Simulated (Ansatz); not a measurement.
We consider BiCuSeO (P4/nmm, No. 129; cell taken from a computed entry), described by HSE06+SOC (plane waves, PAW; Ansatz, a program for electronic structure).

Run with plane-wave cutoff 460 eV, 6×6×4 k mesh (along the axes of the cell as run), Fermi–Dirac smearing 0.01 eV, PAW data made under PBE.

Cell (relaxed with PBEsol):

```yaml
crystal:
  lattice:
    - [3.89508, 0.00000, 0.00000]
    - [0.00000, 3.89508, 0.00000]
    - [0.00000, 0.00000, 8.89524]
  atoms:
    - { symbol: Cu, position: [0.00000, 0.00000, 0.50000] }
    - { symbol: Cu, position: [0.50000, 0.50000, 0.50000] }
    - { symbol: Bi, position: [0.00000, 0.50000, 0.85806] }
    - { symbol: Bi, position: [0.50000, 0.00000, 0.14194] }
    - { symbol: Se, position: [0.50000, 0.00000, 0.67289] }
    - { symbol: Se, position: [0.00000, 0.50000, 0.32711] }
    - { symbol: O, position: [0.50000, 0.50000, 0.00000] }
    - { symbol: O, position: [0.00000, 0.00000, 0.00000] }
```

Question: What does this level give for the band gap, smallest direct gap on the k points sampled and Γ–Γ gap?

Answer: 
- band gap = 0.82 eV (on the SCF k mesh) (indirect)
- smallest direct gap on the k points sampled = 0.88 eV
- Γ–Γ gap = 1.32 eV

Note: cell and atoms aren't relaxed at this level (largest force component 0.28 eV/Å, pressure 2.2 GPa).

Static lattice: no zero-point or thermal effects.
